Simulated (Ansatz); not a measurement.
**Where CCSD(T) holds and where it slips**

Each species is computed at the geometry given (Å), with frozen cores, in Ansatz 0.2.0: RHF-CCSD(T) for singlets, UHF-CCSD(T) otherwise, and full CI in the same basis. The program picks the determinant by trial CCSD, so it needn't be the lowest Hartree–Fock solution. States: HNC⁺ Σ⁺ or Δ, NO Π, [OH···H···H] A', SiH Σ⁻ or Δ, [SiH3···H···H] A'. Cases whose determinant has another symmetry than full CI's state, or whose (Q) step broke down, weren't drawn.

Task: Judging by size, spin and bonding and the diagnostics given, rank them by the size of CCSD(T)'s error in total energy against full CI in the same basis, smallest first (an estimate).
A. [SiH$_{3}$···H···H], doublet, 6-31G: Si -0.104 0.000 0.000; H -0.598 1.400 0.000; H -0.598 -0.700 1.212; H -0.598 -0.700 -1.212; H 1.968 0.000 0.000; H 2.713 0.000 0.000. T1 0.009, (T) -24 meV in a correlation energy of -2.59 eV
B. SiH, quartet, cc-pVTZ: Si 0.000 0.000 0.000; H 0.000 0.000 3.952. T1 0.011, (T) -67 meV in a correlation energy of -2.09 eV
C. NO, doublet, 6-31G: N 0.000 0.000 0.000; O 0.000 0.000 1.140. T1 0.037, (T) -186 meV in a correlation energy of -6.24 eV
D. [OH···H···H], doublet, 6-31G: O -0.148 -0.049 0.000; H -0.398 0.877 0.000; H 0.973 -0.049 0.000; H 1.782 -0.049 0.000. T1 0.018, (T) -38 meV in a correlation energy of -3.84 eV
E. HNC⁺, doublet, 6-31G: N 0.000 0.000 0.055; C 0.000 0.000 -1.108; H 0.000 0.000 1.052. T1 0.069, (T) -145 meV in a correlation energy of -5.18 eV

Result: A (10.7 meV), D (16.4 meV), B (20.8 meV), C (54.1 meV), E (81.7 meV).

```
                species    basis  correlated electrons  CCSD(T) − full CI (meV)  CCSDT(Q) − full CI (meV)  unpaired electrons (full CI)     T1  ⟨S²⟩ of the determinant
[SiH3···H···H], doublet    6-31G                     9                     10.7                       0.2                          1.03  0.009                     0.76
  [OH···H···H], doublet    6-31G                     9                     16.4                       0.0                          1.02  0.018                     0.78
           SiH, quartet  cc-pVTZ                     5                     20.8                      -1.1                          3.04  0.011                     3.76
            NO, doublet    6-31G                    11                     54.1                      -1.2                          1.07  0.037                     0.82
          HNC⁺, doublet    6-31G                     9                     81.7                       0.3                          1.15  0.069                     1.23
```

Unpaired electrons are Σ n²(2−n)² over natural occupations; an open shell counts its own unpaired electrons too. Frozen cores follow each run's orbitals, which moves totals by a few meV.
